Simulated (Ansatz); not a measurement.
Gas-phase electronic energies from Ansatz, PBE0-D4/def2-TZVP geometries. CCSD(T)/CBS is the MP2 limit (def2-TZVPP, def2-QZVPP) plus CCSD(T) − MP2 in def2-TZVPP, frozen cores. This one scheme is used for every species. Double bonds are as drawn, so ΔE can hold a change between cis and trans. Each species was taken in one conformer, which may not be the lowest.

`C=C/C=C\O` + H–F → `C=C/C=C\F` + H₂O  (substitution at a C–O bond)

| species | CCSD(T)/CBS(def2) energy (Eh) |
| --- | --- |
| `C=C/C=C\O` | -230.94878 |
| H–F | -100.39570 |
| `C=C/C=C\F` | -254.96005 |
| H₂O | -76.37941 |

Task: Work out ΔE.

Result: ΔE = (-254.96005) + (-76.37941) − (-230.94878) − (-100.39570) = 0.00502 Eh = +0.14 eV.

Largest T1 diagnostic among the species: 0.012.

In def2-TZVPP, CCSD(T) changes the Hartree–Fock value by +0.11 eV (the triples alone add +0.02 eV) and MP2 by +0.17 eV. The D4 term adds +0.03 eV with B3LYP and +0.02 eV with PBE0; it sums over pairs of atoms, weighted by their polarisabilities, and B3LYP, whose exchange is more repulsive, gets the larger term.

B3LYP here is the variant with VWN-RPA as its local correlation; programs differ in this.
